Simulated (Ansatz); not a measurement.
## HO, doublet: from triple and quadruple zeta to the limit

```xyz
2

O    -0.2959    0.2035   -0.1365
H    -0.1712   -0.7638   -0.1804
```

Ansatz 0.2.0, UHF determinant, valence electrons correlated. Energies in eV.

```json
{"set": "def2-TZVPP", "X": "3", "functions": "45", "Hartree–Fock": "-2052.3794", "MP2 correlation": "-5.4098", "CCSD(T) correlation": "-5.9302", "time": "2.6 s on 1 × NVIDIA H100 80GB HBM3 with 1 thread of AMD EPYC 7R13 Processor (Zen 3) (shared host)"}
{"set": "def2-QZVPP", "X": "4", "functions": "87", "Hartree–Fock": "-2052.4784", "MP2 correlation": "-5.9110", "CCSD(T) correlation": "-6.4051", "time": "2.8 s on 1 × NVIDIA H100 80GB HBM3 with 1 thread of AMD EPYC 7R13 Processor (Zen 3), on a shared host"}
```

Hartree–Fock is taken to follow E(X) = E∞ + A·exp(−7.88·√X), correlation E(X) = E∞ + B·X^−2.97.

Q: Work out the CCSD(T) energy at the limit, and how far the shortcut misses it that extrapolates MP2 and adds CCSD(T) minus MP2 from the smaller set.

A: Hartree–Fock: E∞ = E4 + 0.1377·(E4 − E3) = -2052.4921. Correlation: E∞ = E4 + 0.7407·(E4 − E3) = -6.7569 for CCSD(T) and -6.2823 for MP2. The limit is -2059.2489 eV, 0.365 eV below def2-QZVPP. The shortcut gives a correlation energy of -6.2823 + (-0.5204) = -6.8026, 46 meV lower than the direct value.
